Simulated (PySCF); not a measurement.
# [H2PO2]− (SMILES O=[PH2][O-]): levels of theory compared

Wanted: a comparison of 3 runs (SVWN5/STO-3G, CCSDT(Q)/STO-3G, QCISD(T)/STO-3G) of [H2PO2]−. The job is set up through a Python script.

The calculation is run with PySCF 2.14.0.

10 further runs of the same task are left out: 4 that didn't finish, 6 set aside as unsound or not needed.

## Step 1: The molecule

The species is [H2PO2]− (5 atoms), meant as a singlet with charge -1. SMILES: `O=[PH2][O-]`. Geometry: relaxed at GFN2-xTB.

Bond lengths: O1–P2 1.478 Å, P2–O3 1.478 Å, P2–H4 1.412 Å, P2–H5 1.412 Å. Angles: O1–P2–O3 118.5°, O1–P2–H4 110.1°, O1–P2–H5 110.1°, O3–P2–H4 110.1°, O3–P2–H5 110.1°, H4–P2–H5 95.5°.

## Step 2: The energy at SVWN5/STO-3G (run 1)

Contents of run.py:

```python
from pyscf import gto, dft

system = gto.M(
    atom=[
    ('O', (-0.569750, 0.418060, 1.344900)),
    ('P', (0.023990, -0.029410, 0.067110)),
    ('O', (1.087130, -1.056140, 0.105400)),
    ('H', (-0.993470, -0.417790, -0.831230)),
    ('H', (0.452100, 1.085290, -0.686190)),
],
    basis='sto-3g',
    charge=-1,
    verbose=4,
    spin=0,
    max_memory=1860,
)

mf = dft.RKS(system)
mf.xc = 'svwn'
mf.grids.level = 5
mf.conv_tol = 1e-10
mf.kernel()
if not mf.converged:
    mf = mf.newton().run(mf.mo_coeff, mf.mo_occ)

e_final = mf.e_tot
print(f'total energy: {e_final:.8f} hartree')
```

Run with:

```console
$ OMP_NUM_THREADS=1 python run.py
```

The program printed:

```text
PySCF version 2.14.0

[INPUT] num. atoms = 5
[INPUT] num. electrons = 34
[INPUT] charge = -1
[INPUT] spin (= nelec alpha-beta = 2S) = 0
[INPUT] symmetry False subgroup None
[INPUT] Mole.unit = angstrom
[INPUT] Symbol           X                Y                Z      unit          X                Y                Z       unit  Magmom
[INPUT]  1 O     -0.569750000000   0.418060000000   1.344900000000 AA   -1.076671459471   0.790018903636   2.541492664928 Bohr   0.0
[INPUT]  2 P      0.023990000000  -0.029410000000   0.067110000000 AA    0.045334529728  -0.055576845323   0.126819520220 Bohr   0.0
[INPUT]  3 O      1.087130000000  -1.056140000000   0.105400000000 AA    2.054377961798  -1.995815349198   0.199177133529 Bohr   0.0
[INPUT]  4 H     -0.993470000000  -0.417790000000  -0.831230000000 AA   -1.877386212972  -0.789508677582  -1.570797046522 Bohr   0.0
[INPUT]  5 H      0.452100000000   1.085290000000  -0.686190000000 AA    0.854345180916   2.050900865729  -1.296711169415 Bohr   0.0

nuclear repulsion = 117.879278052036
number of shells = 13
number of NR pGTOs = 63
number of NR cGTOs = 21
basis = sto-3g
ecp = {}

******** <class 'pyscf.dft.rks.RKS'> ********
method = RKS
initial guess = minao
damping factor = 0
level_shift factor = 0
DIIS = <class 'pyscf.scf.diis.CDIIS'>
diis_start_cycle = 1
diis_space = 8
diis_damp = 0
SCF conv_tol = 1e-10
SCF conv_tol_grad = None
SCF max_cycles = 50
direct_scf = True
direct_scf_tol = 1e-13
XC library pyscf.dft.libxc version 7.0.0
    S. Lehtola, C. Steigemann, M. J.T. Oliveira, and M. A.L. Marques.,  SoftwareX 7, 1–5 (2018)
XC functionals = svwn
    P. A. M. Dirac.,  Math. Proc. Cambridge Philos. Soc. 26, 376 (1930)
    F. Bloch.,  Z. Phys. 57, 545 (1929)
    S. H. Vosko, L. Wilk, and M. Nusair.,  Can. J. Phys. 58, 1200 (1980)
radial grids:
    Treutler-Ahlrichs [JCP 102, 346 (1995); DOI:10.1063/1.469408] (M4) radial grids

becke partition: Becke, JCP 88, 2547 (1988); DOI:10.1063/1.454033
pruning grids: <function nwchem_prune>
grids dens level: 5
symmetrized grids: False
atomic radii adjust function: <function treutler_atomic_radii_adjust>
small_rho_cutoff = 0
Set gradient conv threshold to 1e-05
Initial guess from minao.
tot grids = 176624
init E= -485.073865204474
  HOMO = -0.287204015961544  LUMO = 0.133594429183548  gap/eV = 11.45051
cycle= 1 E= -483.91782160125  delta_E= 1.16  |g|= 0.95  |ddm|= 3.03
  HOMO = 0.540955237867536  LUMO = 0.598959803502958  gap/eV = 1.57838
cycle= 2 E= -481.697987859507  delta_E= 2.22  |g|= 2.46  |ddm|= 6.97
  HOMO = 0.288402506187955  LUMO = 0.598330487742242  gap/eV = 8.43357
cycle= 3 E= -484.311944118593  delta_E= -2.61  |g|= 0.0989  |ddm|= 5.76
  HOMO = 0.304148477690092  LUMO = 0.577736901987452  gap/eV = 7.44472
cycle= 4 E= -484.316156674046  delta_E= -0.00421  |g|= 0.0464  |ddm|= 0.372
  HOMO = 0.295407100380726  LUMO = 0.575539951237249  gap/eV = 7.62280
cycle= 5 E= -484.317186466746  delta_E= -0.00103  |g|= 0.00412  |ddm|= 0.116
  HOMO = 0.29588814275282  LUMO = 0.575692602859278  gap/eV = 7.61387
cycle= 6 E= -484.317185936374  delta_E= 5.3e-07  |g|= 0.00482  |ddm|= 0.013
  HOMO = 0.295917285356145  LUMO = 0.57569336597289  gap/eV = 7.61309
cycle= 7 E= -484.317193463266  delta_E= -7.53e-06  |g|= 0.000317  |ddm|= 0.00755
  HOMO = 0.295940400433218  LUMO = 0.575671783644964  gap/eV = 7.61188
cycle= 8 E= -484.317193499964  delta_E= -3.67e-08  |g|= 7.68e-05  |ddm|= 0.000521
  HOMO = 0.295950163231201  LUMO = 0.575667853259631  gap/eV = 7.61151
cycle= 9 E= -484.317193502236  delta_E= -2.27e-09  |g|= 7.55e-06  |ddm|= 0.000144
  HOMO = 0.295951253624331  LUMO = 0.5756674572325  gap/eV = 7.61147
cycle= 10 E= -484.317193502258  delta_E= -2.3e-11  |g|= 5.26e-07  |ddm|= 1.58e-05
  HOMO = 0.295951342899413  LUMO = 0.575667423219576  gap/eV = 7.61146
Extra cycle  E= -484.317193502259  delta_E= -1.14e-13  |g|= 6.31e-07  |ddm|= 3.33e-06
converged SCF energy = -484.317193502259
total energy: -484.31719350 hartree
```

Wall time 2.2 s (1 thread of Arm Neoverse V1, shared host); peak memory 0.14 GiB.

## Step 3: The energy at CCSDT(Q)/STO-3G (run 2)

Contents of run.py:

```python
from pyscf import gto, scf, cc

mol = gto.Mole()
mol.atom = [
    ('O', (-0.569750, 0.418060, 1.344900)),
    ('P', (0.023990, -0.029410, 0.067110)),
    ('O', (1.087130, -1.056140, 0.105400)),
    ('H', (-0.993470, -0.417790, -0.831230)),
    ('H', (0.452100, 1.085290, -0.686190)),
]
mol.charge = -1
mol.basis = 'sto-3g'
mol.verbose = 4
mol.spin = 0
mol.max_memory = 1860
mol.build()

mf = scf.RHF(mol)
mf.conv_tol = 1e-10
mf.kernel()
if not mf.converged:
    mf = mf.newton().run(mf.mo_coeff, mf.mo_occ)

mycc = cc.CCSDT(mf, frozen=7)
mycc.kernel()
e_bracket, e_q = mycc.ccsdt_q()
e_tot = mycc.e_tot + e_q
print('E = %.10f Eh' % e_tot)
```

Run with:

```console
$ OMP_NUM_THREADS=1 python run.py
```

The program printed:

```text
PySCF version 2.14.0

[INPUT] num. atoms = 5
[INPUT] num. electrons = 34
[INPUT] charge = -1
[INPUT] spin (= nelec alpha-beta = 2S) = 0
[INPUT] symmetry False subgroup None
[INPUT] Mole.unit = angstrom
[INPUT] Symbol           X                Y                Z      unit          X                Y                Z       unit  Magmom
[INPUT]  1 O     -0.569750000000   0.418060000000   1.344900000000 AA   -1.076671459471   0.790018903636   2.541492664928 Bohr   0.0
[INPUT]  2 P      0.023990000000  -0.029410000000   0.067110000000 AA    0.045334529728  -0.055576845323   0.126819520220 Bohr   0.0
[INPUT]  3 O      1.087130000000  -1.056140000000   0.105400000000 AA    2.054377961798  -1.995815349198   0.199177133529 Bohr   0.0
[INPUT]  4 H     -0.993470000000  -0.417790000000  -0.831230000000 AA   -1.877386212972  -0.789508677582  -1.570797046522 Bohr   0.0
[INPUT]  5 H      0.452100000000   1.085290000000  -0.686190000000 AA    0.854345180916   2.050900865729  -1.296711169415 Bohr   0.0

[... 46 lines left out ...]
converged SCF energy = -485.39428368902
[... 16 lines left out ...]
WARN: A large `blksize` is being used, which may cause large memory consumption
[... 12 lines left out ...]
Init t2, MP2 energy = -485.499765743251  E_corr(MP2) -0.105482054231
[... 17 lines left out ...]
RCCSDT converged
[... 5 lines left out ...]
E = -485.5304979619 Eh
```

Wall time 3.9 s (1 thread of Arm Neoverse V1, shared host); peak memory 0.11 GiB.

## Step 4: A single-point energy at QCISD(T)/STO-3G (run 3)

Contents of input.py:

```python
# O=[PH2][O-]
from pyscf import gto, scf, cc

system = gto.M(
    atom=[
    ('O', (-0.569750, 0.418060, 1.344900)),
    ('P', (0.023990, -0.029410, 0.067110)),
    ('O', (1.087130, -1.056140, 0.105400)),
    ('H', (-0.993470, -0.417790, -0.831230)),
    ('H', (0.452100, 1.085290, -0.686190)),
],
    spin=0,
    max_memory=1860,
    charge=-1,
    basis='sto-3g',
    verbose=3,
)

myscf = scf.RHF(system)
myscf.conv_tol = 1e-10
myscf.kernel()
if not myscf.converged:
    myscf = myscf.newton().run(myscf.mo_coeff, myscf.mo_occ)

mycc = cc.QCISD(myscf, frozen=7)
mycc.kernel()
e_t = mycc.qcisd_t()
e_tot = mycc.e_tot + e_t
print('Final energy', e_tot)
```

Run with:

```console
$ OMP_NUM_THREADS=1 python input.py
```

The program printed:

```text
converged SCF energy = -485.39428368902
E(QCISD) = -485.5238287254268  E_corr = -0.1295450364063459
QCISD(T) correction = -0.00720944779949251
Final energy -485.5310381732263
```

Run time: 0.83 s. Hardware: 1 thread of Arm Neoverse V1, shared host; peak memory 0.1 GiB.

## Step 5: Overview of the runs

```tsv
run	level	integration grid	frozen core orbitals	energy (Eh)	HOMO energy (eV)	LUMO energy (eV)	HOMO–LUMO gap (eV)	wall time
1	SVWN5/STO-3G	5	–	-484.317194	8.05	15.66	7.61	2.2 s
2	CCSDT(Q)/STO-3G	–	7	-485.530498	1.58	21.42	19.84	3.9 s
3	QCISD(T)/STO-3G	–	7	-485.531038	1.58	21.42	19.84	0.83 s
```

## Step 6: Outcome

```
                                                    quantity          value
                                         run 3: total energy  -485.53104 Eh
                  run 3: HOMO energy (Hartree–Fock orbitals)        1.58 eV
                  run 3: LUMO energy (Hartree–Fock orbitals)       21.42 eV
run 3: HOMO–LUMO gap (to an unbound level, set by the basis)       19.84 eV
          run 3: correlation energy (7 core orbitals frozen)     -136.8 mEh
                                       run 3: (T) correction      -7.21 mEh
                                        run 3: T1 diagnostic          0.021
```

**Reading.** In runs 1, 2, 3 the HOMO lies above zero, so the outermost electron may be held by the basis alone. In runs 1, 2, 3 the basis is minimal, so the values are rough. All runs together took 7 s, the longest 3.9 s.
